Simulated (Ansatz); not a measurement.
C2H5O (ethoxy radical): a line through the functionals

C2H5O: 8 atoms, total charge 0, spin state doublet. As SMILES, `CC[O]`. The shape is that of a PBE0-D4/def2-TZVP optimisation.

The vertical ionisation energy (to the singlet cation) y, in eV, basis aug-cc-pVDZ; a is the functional's share of exact exchange. Programs: Ansatz 0.2.0.

| functional | program | a | y (eV) |
| --- | --- | --- | --- |
| UBLYP | Ansatz | 0 | 11.13 |
| UPBE | Ansatz | 0 | 11.20 |
| UB3LYP | Ansatz | 0.2 | ? |
| UPBE0 | Ansatz | 0.25 | 11.81 |
| UBHLYP | Ansatz | 0.5 | 12.24 |

Fit y = c + s·a to the known rows and predict UB3LYP.


1. Means of the 4 rows: a = 0.1875, y = 11.595.
2. Σ(Δa)² = 0.17188, Σ(Δa·Δy) = 0.37625, so the slope is 0.37625/0.17188 = 2.189.
3. Intercept: 11.595 − (2.189) × 0.1875 = 11.185. The largest residual of the fit is 0.078.
4. UB3LYP: 11.185 + (2.189) × 0.2 = 11.62 eV.

The run gave 11.75 eV, so the prediction is off by -0.13 eV, more than the scatter of the fit.
